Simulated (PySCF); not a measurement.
# NOF (nitrosyl fluoride) at wB97X-V/STO-3G

Aim: the vertical ionisation energy of NOF (nitrosyl fluoride) at wB97X-V/STO-3G, from 2 runs. Input form: a Python script.

The calculation is run with PySCF 2.14.0.

23 further runs of the same task are left out: 8 that didn't finish, 15 set aside as unsound or not needed.

### 1 The molecule

NOF: 3 atoms, total charge 0, spin state singlet. SMILES: `O=NF`. Geometry: relaxed at GFN2-xTB.

Bond lengths: O1–N2 1.139 Å, N2–F3 1.492 Å. Angles: O1–N2–F3 111.3°.

### 2 The energy at wB97X-V/STO-3G

The input, job.py:

```python
from pyscf import gto, dft

molecule = gto.M(
    atom='''
O      0.881240     0.243070     0.511850
N      0.147270    -0.481640     0.029090
F     -1.028520     0.238580    -0.540950
''',
    basis='sto-3g',
    max_memory=1860,
    verbose=3,
)

ks = dft.RKS(molecule)
ks.xc = 'wb97x-v'
ks.grids.level = 5
ks.nlcgrids.level = 1
ks.conv_tol = 1e-10
ks.kernel()
if not ks.converged:
    ks = ks.newton().run(ks.mo_coeff, ks.mo_occ)

etot = ks.e_tot
print('E = %.10f Eh' % etot)
```

Command:

```console
$ OMP_NUM_THREADS=1 python job.py
```

The program printed:

```text
converged SCF energy = -226.450212651662
E = -226.4502126517 Eh
```

Run time: 6.9 s. Hardware: 1 thread of AMD EPYC 9R45 (Zen 5), shared host; peak memory 0.18 GiB.

### 3 The doublet cation, same level

The input, calc.py:

```python
from pyscf import gto, dft

system = gto.Mole()
system.atom = '''
O      0.881240     0.243070     0.511850
N      0.147270    -0.481640     0.029090
F     -1.028520     0.238580    -0.540950
'''
system.charge = 1
system.basis = 'sto-3g'
system.spin = 1
system.verbose = 3
system.max_memory = 1860
system.build()

ks = dft.UKS(system, xc='wb97x-v')
ks.grids.level = 5
ks.conv_tol = 1e-10
ks.nlcgrids.level = 1
ks.kernel()
if not ks.converged:
    ks = ks.newton().run(ks.mo_coeff, ks.mo_occ)

energy = ks.e_tot
print(f'total energy: {energy:.8f} hartree')
```

Command:

```console
$ OMP_NUM_THREADS=1 python calc.py
```

The program printed:

```text
WARN: HOMO -0.277555829848402 >= LUMO -0.277555829848401

converged SCF energy = -226.090459274807  <S^2> = 0.77413511  2S+1 = 2.0239912
total energy: -226.09045927 hartree
```

Run time: 12 s. Hardware: 1 thread of AMD EPYC 9R45 (Zen 5), shared host; peak memory 0.18 GiB.

### 4 Outcome

At wB97X-V/STO-3G:

```
                                          quantity          value
                         singlet NOF: total energy  -226.45021 Eh
                        singlet NOF: dipole moment         0.35 D
                          singlet NOF: HOMO energy       -7.65 eV
                          singlet NOF: LUMO energy        3.12 eV
                        singlet NOF: HOMO–LUMO gap       10.77 eV
                      doublet cation: total energy  -226.09046 Eh
doublet cation: HOMO energy (highest over α and β)      -21.29 eV
 doublet cation: LUMO energy (lowest over α and β)      -11.87 eV
                              doublet cation: ⟨S²⟩          0.774
vertical ionisation energy (to the doublet cation)       9.789 eV
```

**Reading.** Removing an electron at fixed nuclei costs 9.79 eV (945 kJ/mol). −ε(HOMO) before ionisation, 7.65 eV, is 2.14 eV below this ionisation energy. In a minimal basis such a difference can be off by several eV, whatever the method. Mulliken charges (doublet cation) run from +0.29 on O1 to +0.41 on N2; they depend strongly on the basis.
